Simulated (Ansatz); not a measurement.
The first iterations of a band of H₃NSSi (6 atoms, charge 0, multiplicity 1).

The calculation used Ansatz 0.2.0, RKS B3LYP-D4/def2-TZVP.

* movable images: 5
* climbing image: yes
* spring: 2.0 to 10.0 eV/Å², energy-weighted
* optimiser: quadratic models (default)
* start path: through a guess of the saddle point
* force threshold: 0.03 eV/Å
* iteration limit: 60
* end points: relaxed

First end point:

```xyz
6
Properties=species:S:1:pos:R:3
N -0.879 0.237 -0.786
Si 0.170 -0.987 -0.203
S 1.219 0.230 1.269
H -0.934 1.201 -0.490
H -1.544 0.029 -1.515
H 2.010 -0.774 1.679
```

Last end point:

```xyz
6
Properties=species:S:1:pos:R:3
N -0.879 0.237 -0.787
Si 0.170 -0.986 -0.203
S 1.219 0.230 1.269
H -1.544 0.028 -1.515
H -0.935 1.201 -0.490
H 2.010 -0.774 1.679
```

| iteration | highest image above the first end (eV) | largest band force component (eV/Å) |
| --- | --- | --- |
| 1 | 13.610 | 68.886 |
| 2 | 8.726 | 45.086 |
| 3 | 3.303 | 19.574 |
| 4 | 1.514 | 9.321 |
| 5 | 0.747 | 3.570 |

Q: Does the band converge within its limit, and where does its top end?

A: The forces met the threshold. It ended after 15 iterations with the highest image 0.673 eV above the first end. Another band between the same ends (5 images) ends at a top of the same energy, where a vibrational analysis finds 1 clearly imaginary mode.

The run took 76 s on 2 threads of Intel(R) Xeon(R) 6975P-C (Granite Rapids), on a shared host, peak memory 0.23 GiB.
